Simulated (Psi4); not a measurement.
# doublet [C2F2]+ at 4 levels

Wanted: a comparison of 4 runs (UHF/STO-3G, UB3LYP/6-31G*, UHSE06/cc-pVTZ, UTPSSh/cc-pVTZ) of doublet [C2F2]+. 

The calculation is run with Psi4 1.11.

## 1. The system as given

The species is [C2F2]+ (4 atoms), meant as a doublet with charge +1. As SMILES of the parent species, `FC#CF`. The coordinates come from a PBE0-D4/def2-TZVP relaxation. That shape belongs to the parent species and isn't relaxed for this state.

Bond lengths: F1–C2 1.277 Å, C2–C3 1.184 Å, C3–F4 1.277 Å. Angles: F1–C2–C3 180.0°, C2–C3–F4 180.0°.

## 2. Energy and gradient at UHF/STO-3G (run 1)

c2f2.in

```
memory 1600 mb

molecule {
  1 2
  F     -0.136400     0.128000     1.852800
  C     -0.033700     0.030200     0.583200
  C      0.061400    -0.060400    -0.593400
  F      0.164100    -0.158200    -1.863000
  symmetry c1
  no_reorient
  no_com
}

set basis STO-3G
set reference uhf
set puream true
set e_convergence 1e-09
set d_convergence 1e-08
set scf_type pk
set maxiter 200

gradient('scf')
```

The run is started by

```
psi4 c2f2.in c2f2.out -n 1
```

c2f2.out:

```text
[...]
  Running in c1 symmetry.
[...]
  Nuclear repulsion =   95.510996951943412
[...]
  Multiplicity = 2
[...]
  Nalpha       = 15
  Nbeta        = 14
[...]
    Number of basis functions: 20
[...]
   @UHF iter   1:  -270.35165730352196   -1.08707e+00   1.66553e-02 DIIS/ADIIS
[...]
   @UHF iter  12:  -270.43764417219410   -4.54747e-13   3.09916e-09 DIIS
[...]
   @S^2 Observed:                7.541671077E-01
[...]
    Orbital Energies [Eh]
    ---------------------
    Alpha Occupied:
       1A    -26.511237     2A    -26.511171     3A    -11.591320
       4A    -11.588034     5A     -1.969817     6A     -1.967967
       7A     -1.439525     8A     -1.081251     9A     -1.038772
      10A     -1.031186    11A     -1.008564    12A     -0.975336
      13A     -0.956845    14A     -0.745091    15A     -0.716774
    Alpha Virtual:
      16A     -0.034265    17A     -0.003846    18A      0.037864
      19A      0.261976    20A      1.066220
    Beta Occupied:
[...]
  @UHF Final Energy:  -270.43764417219410
   => Energetics <=
    Nuclear Repulsion Energy =             95.5109969519434117
    One-Electron Energy =                -554.7872047416651640
    Two-Electron Energy =                 188.8385636175276829
    Total Energy =                       -270.4376441721940409
  UHF NO Occupations:
  HONO-2 :   13  A 1.9996161
  HONO-1 :   14  A 1.9985182
[...]
  -Total Gradient:
     Atom            X                  Y                   Z
    ------   -----------------  -----------------  -----------------
       1       -0.000135830896     0.000128703887     0.001662697051
       2        0.010841551470    -0.010326448805    -0.134080857503
       3       -0.010841551470     0.010326448805     0.134080857503
       4        0.000135830895    -0.000128703887    -0.001662697051
[...]
```

Wall time 1.4 s (1 thread of Intel Xeon Platinum 8488C (Sapphire Rapids), shared host); peak memory 0.18 GiB.

## 3. Energy and forces at UB3LYP/6-31G(d) (spherical functions) (run 2)

c2f2.json

```json
{
  "schema_name": "qcschema_input",
  "schema_version": 1,
  "molecule": {
    "schema_name": "qcschema_molecule",
    "schema_version": 2,
    "symbols": ["F", "C", "C", "F"],
    "geometry": [-0.25775864, 0.24188494, 3.50128456, -0.06368377, 0.05706973, 1.10208828, 0.11602918, -0.11413946, -1.12136348, 0.31010406, -0.29895467, -3.52055977],
    "molecular_charge": 1,
    "molecular_multiplicity": 2,
    "fix_symmetry": "c1"
  },
  "driver": "gradient",
  "model": {
    "method": "b3lyp",
    "basis": "6-31G*"
  },
  "keywords": {
    "reference": "uks",
    "puream": true,
    "e_convergence": 1e-09,
    "d_convergence": 1e-08,
    "scf_type": "pk",
    "dft_radial_points": 99,
    "dft_spherical_points": 590,
    "maxiter": 200,
    "scf_properties": ["MULLIKEN_CHARGES", "WIBERG_LOWDIN_INDICES", "LOWDIN_CHARGES"]
  }
}
```

The run is started by

```
psi4 --qcschema c2f2.json -n 1 --memory 1600MB
```

stdout:

```text
[...]
  Running in c1 symmetry.
[...]
  Nuclear repulsion =   95.510997052494545
[...]
  Multiplicity = 2
[...]
  Nalpha       = 15
  Nbeta        = 14
[...]
    Number of basis functions: 56
[...]
   @UKS iter   1:  -275.29940064111611    2.54203e-01   4.84612e-03 DIIS/ADIIS
[...]
   @UKS iter  10:  -275.33370206392368   -9.83391e-12   8.87565e-09 DIIS
[...]
   @S^2 Observed:                7.512079951E-01
[...]
  @UKS Final Energy:  -275.33370206392368
   => Energetics <=
    Nuclear Repulsion Energy =             95.5109970524945453
    One-Electron Energy =                -559.5219271912739032
    Two-Electron Energy =                 213.9844201033475599
    DFT Exchange-Correlation Energy =     -25.3071920284918477
    Empirical Dispersion Energy =           0.0000000000000000
    VV10 Nonlocal Energy =                  0.0000000000000000
    Total Energy =                       -275.3337020639236812
[...]
  -Total Gradient:
     Atom            X                  Y                   Z
    ------   -----------------  -----------------  -----------------
       1       -0.000000695564    -0.000000227937     0.047750615073
       2       -0.000005321216    -0.000001820073    -0.158811031698
       3        0.000005320960     0.000001819800     0.158811072129
       4        0.000000695820     0.000000228209    -0.047750655504
[...]
```

The result, in JSON:

```text
{
 "driver": "gradient",
 "model": {
  "method": "b3lyp",
  "basis": "6-31G*"
 },
 "success": true,
 "return_result": [-6.955641805104126e-07, -2.2793666368853178e-07, 0.04775061507307027, -5.321215775960615e-06, -1.8200726058244953e-06, -0.1588110316980205, 5.320960109798983e-06, 1.8197998941936306e-06, 0.15881107212866286, 6.958198621950743e-07, 2.2820934727233022e-07, -0.04775065550381763],
 "properties": {
  "calcinfo_nbasis": 56,
  "calcinfo_nmo": 56,
  "calcinfo_nalpha": 15,
  "calcinfo_nbeta": 14,
  "calcinfo_natom": 4,
  "nuclear_repulsion_energy": 95.51099705249455,
  "return_energy": -275.3337020639237,
  "return_gradient": [-6.955641805104126e-07, -2.2793666368853178e-07, 0.04775061507307027, -5.321215775960615e-06, -1.8200726058244953e-06, -0.1588110316980205, 5.320960109798983e-06, 1.8197998941936306e-06, 0.15881107212866286, 6.958198621950743e-07, 2.2820934727233022e-07, -0.04775065550381763],
  "scf_one_electron_energy": -559.5219271912739,
  "scf_two_electron_energy": 213.98442010334756,
  "scf_xc_energy": -25.307192028491848,
  "scf_dipole_moment": [-1.027538580169519e-09, -1.5747692295666496e-09, -2.4241617135878357e-07],
  "scf_total_energy": -275.3337020639237,
  "scf_total_gradient": [-6.955641805104126e-07, -2.2793666368853178e-07, 0.04775061507307027, -5.321215775960615e-06, -1.8200726058244953e-06, -0.1588110316980205, 5.320960109798983e-06, 1.8197998941936306e-06, 0.15881107212866286, 6.958198621950743e-07, 2.2820934727233022e-07, -0.04775065550381763],
  "scf_iterations": 10
 }
}
```

Run time: 8.7 s. Hardware: 1 thread of Intel Xeon Platinum 8488C (Sapphire Rapids), shared host; peak memory 0.54 GiB.

Run 3 isn't shown in full; the table further down has it.

## 4. Energy and forces at UTPSSh/cc-pVTZ (run 4)

job.json

```json
{
  "schema_name": "qcschema_input",
  "schema_version": 1,
  "molecule": {
    "schema_name": "qcschema_molecule",
    "schema_version": 2,
    "symbols": ["F", "C", "C", "F"],
    "geometry": [-0.25775864, 0.24188494, 3.50128456, -0.06368377, 0.05706973, 1.10208828, 0.11602918, -0.11413946, -1.12136348, 0.31010406, -0.29895467, -3.52055977],
    "molecular_charge": 1,
    "molecular_multiplicity": 2,
    "fix_symmetry": "c1"
  },
  "driver": "gradient",
  "model": {
    "method": "tpssh",
    "basis": "cc-pVTZ"
  },
  "keywords": {
    "reference": "uks",
    "puream": true,
    "e_convergence": 1e-09,
    "d_convergence": 1e-08,
    "scf_type": "pk",
    "dft_radial_points": 99,
    "dft_spherical_points": 590,
    "maxiter": 200,
    "scf_properties": ["DIPOLE", "LOWDIN_CHARGES", "MAYER_INDICES"]
  }
}
```

The run is started by

```
psi4 --qcschema job.json -n 1 --memory 1600MB
```

stdout:

```text
[...]
  Running in c1 symmetry.
[...]
  Nuclear repulsion =   95.510997052494545
[...]
  Multiplicity = 2
[...]
  Nalpha       = 15
  Nbeta        = 14
[...]
    Number of basis functions: 120
[...]
   @UKS iter   1:  -275.35824963238178    2.53071e-01   3.81682e-03 ADIIS/DIIS
[...]
   @UKS iter  11:  -275.44709199172945   -1.59162e-12   3.27445e-09 DIIS
[...]
   @S^2 Observed:                7.518799980E-01
[...]
  @UKS Final Energy:  -275.44709199172945
   => Energetics <=
    Nuclear Repulsion Energy =             95.5109970524945453
    One-Electron Energy =                -559.7577855613899374
    Two-Electron Energy =                 217.1264337522216294
    DFT Exchange-Correlation Energy =     -28.3267372350556883
    Empirical Dispersion Energy =           0.0000000000000000
    VV10 Nonlocal Energy =                  0.0000000000000000
    Total Energy =                       -275.4470919917294509
[...]
  -Total Gradient:
     Atom            X                  Y                   Z
    ------   -----------------  -----------------  -----------------
       1       -0.000000644879    -0.000000181437     0.055471990989
       2       -0.000004486927    -0.000001631079    -0.151961410547
       3        0.000004486652     0.000001630784     0.151961267739
       4        0.000000645154     0.000000181731    -0.055471848179
[...]
```

The result, in JSON:

```text
{
 "driver": "gradient",
 "model": {
  "method": "tpssh",
  "basis": "cc-pVTZ"
 },
 "success": true,
 "return_result": [-6.448787139592122e-07, -1.814374349618039e-07, 0.05547199098859418, -4.486927391347731e-06, -1.631078650708769e-06, -0.15196141054675952, 4.486651570593375e-06, 1.6307844915417414e-06, 0.15196126773864144, 6.451542450926121e-07, 1.8173122405265744e-07, -0.055471848178990146],
 "properties": {
  "calcinfo_nbasis": 120,
  "calcinfo_nmo": 120,
  "calcinfo_nalpha": 15,
  "calcinfo_nbeta": 14,
  "calcinfo_natom": 4,
  "nuclear_repulsion_energy": 95.51099705249455,
  "return_energy": -275.44709199172945,
  "return_gradient": [-6.448787139592122e-07, -1.814374349618039e-07, 0.05547199098859418, -4.486927391347731e-06, -1.631078650708769e-06, -0.15196141054675952, 4.486651570593375e-06, 1.6307844915417414e-06, 0.15196126773864144, 6.451542450926121e-07, 1.8173122405265744e-07, -0.055471848178990146],
  "scf_one_electron_energy": -559.7577855613899,
  "scf_two_electron_energy": 217.12643375222163,
  "scf_xc_energy": -28.32673723505569,
  "scf_dipole_moment": [-9.047975935716772e-10, -1.47188707611024e-09, 1.1036633329464252e-06],
  "scf_total_energy": -275.44709199172945,
  "scf_total_gradient": [-6.448787139592122e-07, -1.814374349618039e-07, 0.05547199098859418, -4.486927391347731e-06, -1.631078650708769e-06, -0.15196141054675952, 4.486651570593375e-06, 1.6307844915417414e-06, 0.15196126773864144, 6.451542450926121e-07, 1.8173122405265744e-07, -0.055471848178990146],
  "scf_iterations": 11
 }
}
```

Wall time 53 s (1 thread of Intel Xeon Platinum 8488C (Sapphire Rapids), shared host); peak memory 0.76 GiB.

## 5. Overview of the runs

| run | level | integration grid | energy (Eh) | HOMO energy (eV) | LUMO energy (eV) | ⟨S²⟩ | wall time |
| --- | --- | --- | --- | --- | --- | --- | --- |
| 1 | UHF/STO-3G | – | -270.437644 | -19.08 | -8.12 | 0.754 | 1.4 s |
| 2 | UB3LYP/6-31G* (spherical functions) | 99 radial × 590 angular | -275.333702 | -16.62 | -14.22 | 0.751 | 8.7 s |
| 3 | UHSE06/cc-pVTZ | 99 radial × 590 angular | -275.191582 | -16.62 | -14.34 | 0.752 | 55 s |
| 4 | UTPSSh/cc-pVTZ | 99 radial × 590 angular | -275.447092 | -16.16 | -14.47 | 0.752 | 53 s |

## 6. What came out

```
                                 quantity          value
                      run 4: total energy  -275.44709 Eh
run 4: HOMO energy (highest over α and β)      -16.16 eV
 run 4: LUMO energy (lowest over α and β)      -14.47 eV
                              run 4: ⟨S²⟩          0.752
          run 4: largest force on an atom     7.814 eV/Å
```

Totals of different functionals can't be ranked against each other. In run 1 the basis is minimal, so the values are rough. All runs together took 2 min, the longest 55 s.
